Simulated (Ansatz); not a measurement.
`FCOC(F)F` → `[CH]F` + `OC(F)F` at 600 K and 1 bar (formal loss of a carbene).

Gas-phase electronic energies from Ansatz, PBE0-D4/def2-TZVP geometries. CBS: MP2 limit from def2 TZ/QZ plus the TZ coupled-cluster correction, frozen cores. This one scheme is used for every species. One conformer a species, not always the lowest.

```tsv
species	CCSD(T)/CBS energy (Eh)	H − E (kJ/mol)	S (J/(mol·K))
`FCOC(F)F`	-452.44638	205.9	403.2
`[CH]F`	-138.29972	54.0	249.2
`OC(F)F`	-314.01610	133.8	325.1
```

H − E and S are ideal-gas, rigid-rotor, harmonic terms from PBE0-D4/def2-TZVP, for one conformer and one mirror image of each species. 1 Eh = 2625.50 kJ/mol, R = 8.31446 J/(mol·K).

Problem. By hand: ΔE, ΔH, ΔS and ΔG.

Solution. ΔE = (-138.29972) + (-314.01610) − (-452.44638) = 0.13056 Eh = 342.8 kJ/mol. Δ(H − E) = 54.0 + 133.8 − 205.9 = -18.1, so ΔH = 324.7 kJ/mol. ΔS = 249.2 + 325.1 − 403.2 = 171.1 J/(mol·K). ΔG = 324.7 − 600 × (171.1)/1000 = 222.0 kJ/mol.

Problem. By hand: the equilibrium constant, and the temperature at which ΔG would vanish if ΔH and ΔS stayed fixed.

Solution. log₁₀ K = −ΔG/(RT ln 10) = -19.3. ΔG = 0 at ΔH/ΔS = 1898 K.

The number of gas molecules changes by +1, which sets the sign of ΔS. A doubt of 5 kJ/mol in ΔE shifts log₁₀ K by 0.4 here. Other conformers and mirror images would add mixing entropy, several J/(mol·K) or more a flexible species. Modes under 60 cm⁻¹, often nearly free rotors, make the harmonic entropy too high. These are equilibria of isolated gas molecules and say nothing of rates. Largest T1 diagnostic: 0.018 (customary marks: 0.02 for closed shells, 0.045 for open ones).
